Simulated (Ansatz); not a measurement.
A nudged elastic band was laid between two geometries of BCl2H + H (5 atoms, charge 0, multiplicity 2).

The calculation used Ansatz, UKS B3LYP-D4/def2-SVP.

```yaml
movable_images: 5
climbing_image: yes
spring: 5.0 eV/Å²
optimiser: quadratic models (default)
start_path: through a guess of the saddle point
force_threshold: 0.05 eV/Å
iteration_limit: 60
end_points: relaxed
```

Initial state:

```xyz
5
Properties=species:S:1:pos:R:3
B -0.037 0.000 -0.161
Cl -0.026 0.000 1.586
H 1.000 0.000 -0.760
Cl -1.544 0.000 -1.044
H 0.027 0.000 4.743
```

Final state:

```xyz
5
Properties=species:S:1:pos:R:3
B -0.094 0.000 -0.472
Cl -0.009 0.000 2.952
H 1.003 0.000 -0.969
Cl -1.557 0.000 -1.387
H 0.076 0.000 4.242
```

(1) What changes between the two ends?

(2) What energy profile does the band end with?

(3) What is the geometry of the highest image?

## Answers

(1) Bonds broken: B1–Cl2. Bonds formed: Cl2–H5. BCl2H + H becomes BClH + ClH.

(2) It converged. The highest image is number 3 of 0 to 6, 28.3 kcal/mol above the first end and 8.5 kcal/mol above the last; the last end lies 19.8 kcal/mol above the first. A vibrational analysis at the climbing image gives 2 clearly imaginary modes (476i, 392i cm⁻¹): a point of higher order, so a lower path passes nearby.

```
image  path coordinate (Å)  energy (kcal/mol)  B1–Cl2 (Å)  Cl2–H5 (Å)
    0                 0.00                0.0        1.75        3.16
    1                 0.47                0.6        1.75        2.64
    2                 0.93                5.0        1.77        2.10
    3                 1.40               28.3        2.21        1.46
    4                 1.83               22.7        2.69        1.31
    5                 2.26               20.2        3.08        1.30
    6                 2.70               19.8        3.43        1.29
```

(3) 
```xyz
5
Properties=species:S:1:pos:R:3
B -0.046 0.000 -0.027
Cl -0.030 0.000 2.185
H 1.028 0.000 -0.564
Cl -1.546 0.000 -0.873
H 0.013 0.000 3.644
```

Time of the run: 79 s on 2 threads of Arm Neoverse V1 (shared host), peak memory 0.15 GiB.
